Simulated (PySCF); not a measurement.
CH₃ (doublet state).
Atom-mapped SMILES: `[CH3:1]` (hydrogens: H2, H3, H4 on C1)

Geometry (GFN2-xTB, Å), atoms numbered from 1 in this order:
```xyz
4
CH3 angstrom
C      0.0026    0.0011   -0.0040
H      1.0601   -0.1409    0.0182
H     -0.6488   -0.8438   -0.0403
H     -0.4037    0.9883    0.0032
```

Theory: PySCF, UKS B3LYP, pcH-1 on C H, non-relativistic, mean-field spin-orbit, GIAO. Isolated species at its GFN2-xTB geometry, gas phase. A GFN2-xTB geometry isn't a minimum of the functional, and hyperfine couplings can be far from their values at a DFT geometry.

Task: What is the g tensor, term by term?

Result: 
```csv
Δg (ppm),1,2,3
relativistic mass correction,-128,-128,-128
gauge correction,6,34,34
orbital Zeeman/spin–orbit,5,632,632
total,-117,537,537
```

So g = 2.00220, 2.00286, 2.00286 and g_iso = 2.00264; the tensor is axial. Axes: g1 is normal to the molecular plane.

Task: At 9.583 GHz, how far is the centre of the isotropic spectrum from where a free electron (g = 2.002319) resonates?

Result: B = hν/(g μB) with μB/h = 13.99624 MHz/mT gives 341.95 mT for the free electron and 341.89 mT at g_iso, 0.05 mT lower.

Task: What are the electron Larmor frequencies g μB B/h along the three axes at 340 mT?

Result: 9.5279, 9.5310, 9.5310 GHz for g1, g2 and g3, a range of 3.1 MHz.

Task: What effective moment and Curie constant follow for a powder?

Result: With the mean of g² = 4.0106 and S(S+1) = 0.75: μ_eff = √(⟨g²⟩S(S+1)) = 1.734 μB and χT = 0.12505·⟨g²⟩·S(S+1) = 0.376 cm³ K/mol (cgs; spin-Hamiltonian part alone).

Task: In a frozen sample, at which fields do the three g values resonate at 9.5, 34, 94 and 263 GHz (hyperfine left aside), and which band first spreads them over more than twice a line width of 1.0 mT?

Result: 
```csv
band,GHz,B(g3) mT,B(g2) mT,B(g1) mT,spread mT
X,9.5,338.89,338.89,339.00,0.11
Q,34.0,1212.88,1212.88,1213.28,0.40
W,94.0,3353.25,3353.25,3354.35,1.10
J,263.0,9381.98,9381.98,9385.04,3.07
```

The spread grows in proportion to the frequency. J band is the first where it exceeds 2.0 mT.

The largest Mulliken spin population is on C1 (+1.13). The angles at C1 add up to 360.0°, so it is planar; its axial dipolar tensor and the negative couplings of its protons fit spin in a p orbital normal to that plane.

The HOMO–LUMO gaps are 8.07 eV among the α and 9.45 eV among the β orbitals.
